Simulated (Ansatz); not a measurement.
HAlB, quartet along the angle B1-Al2-H3

Starting geometry (PBE0/def2-TZVP stationary point for this spin, not checked as a minimum):

```xyz
3

B     0.0000    0.0000    1.8170
Al    0.0000    0.0000   -0.1200
H     0.0000    0.0000   -1.6970
```

From there the angle named below is changed in its plane at fixed bond lengths, both arms turning rigidly about the middle atom; atoms are numbered as listed. Energies are in kJ/mol, counted from the starting geometry at the same level. Kohn–Sham curves are unrestricted where that lies lower.

Basis 6-31G; Ansatz 0.2.0. Only valence electrons are correlated (noble-gas cores frozen).

In so small a basis the reference is far from its limit while semilocal and hybrid functionals are nearer theirs (RPA and double hybrids share much of the reference's basis error), so the functionals' errors here hold much of the reference's basis and frozen-core error, which can add to them or hide them.

Full CI is exact within this basis and frozen core; it isn't the basis-set limit.

```
angle B1-Al2-H3 (°)  full CI    PBE  r2SCAN   PBE0  B3LYP  r2SCANh  wB97M-V  B2PLYP  PBE-QIDH  RPA-PBE
               71.5    107.6  110.8   108.0  109.5  108.3    107.5    116.0   109.5     110.3    108.9
               85.9     88.2   92.3    90.0   90.2   86.2     89.2     93.3    88.2      90.3     88.7
              104.0     62.6   64.9    63.8   63.6   58.8     63.1     65.9    61.7      64.7     60.6
              119.6     41.5   42.4    42.1   42.1   38.2     41.7     44.5    41.2      44.4     37.8
              142.6     16.4   16.7    16.7   16.9   15.2     16.7     18.4    16.7      18.5     13.6
              157.7      5.8    6.0     6.0    6.2    5.5      6.0      6.8     6.0       6.7      4.6
              180.0      0.0    0.0     0.0    0.0    0.0      0.0      0.0     0.0       0.0      0.0
```

Judged by the spread of the error over the points with a reference (largest less smallest), which of these follows full CI best and which worst?

Subtracting the full CI column from each: best r2SCANh (errors from -0.1 to 1.0, spread 1.1 kJ/mol), worst wB97M-V (from 0.0 to 8.4, spread 8.4 kJ/mol). Functionals and wave-function methods converge differently with the basis, so part of this is basis effect.
